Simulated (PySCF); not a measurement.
# Telling isomers of C$_{4}$H$_{7}$N apart by NMR

[PySCF: couplings computed with B3LYP/pcJ-1 (spin–dipole term left out of most H,H and C,H couplings); PBE0-D3(BJ)/def2-SVP structure; σ from GIAO-PBE0/pcSseg-1; a single conformation; fast rotation and ring inversion assumed for equivalent nuclei; non-relativistic; isolated molecule]

References, each an isolated molecule treated in the same way: TMS for 1H, 13C. Multiplet labels drop J under 1 Hz and among equivalent protons, and merge close values. Unscaled 3J(H,H) run several per cent high. Shifts are as computed. Against solution values, carbons near 30 ppm lie about +2 ppm off and those near 130 ppm about +5 ppm. Of 1211 compounds with measured shifts, 218 miss one by over three times the rms of a fit or turn the order of signals round; such compounds aren't used in these exercises.

(1) Tabulate the signals of `C=NC1CC1`, `C=C/C=N\C` and their relative energies.

(2) What is the quickest way to tell C=NC1CC1 from C=C/C=N\C?

## Answers

(1) 
```json
{"SMILES": "C=NC1CC1", "carbon types": "1×CH 3×CH2", "δC": "152.7, 45.1, 12.4", "δH": "7.66 (d, 1H), 7.03 (dd, 1H), 2.37 (m, 1H), 1.00 (m, 2H), 0.91 (m, 2H)", "E rel. (kcal/mol)": "2.9"}
{"SMILES": "C=C/C=N\\C", "carbon types": "2×CH 1×CH2 1×CH3", "δC": "168.3, 135.4, 133.7, 38.5", "δH": "7.82 (dqd, 1H), 6.66 (dt, 1H), 5.95 (ddd, 1H), 5.70 (dd, 1H), 3.36 (d, 3H)", "E rel. (kcal/mol)": "0.0"}
```

Energies are electronic energies at PBE0/pcSseg-1 on these geometries, without zero-point or thermal terms, each for the one conformer computed, which needn't be the lowest.

(2) Count the carbon signals: 3 against 4. The first has a three-membered-ring carbon (CH) at 45.1 ppm, the second a C=N carbon (CH) at 168.3 ppm. Their most deshielded carbons lie at 152.7 and 168.3 ppm.
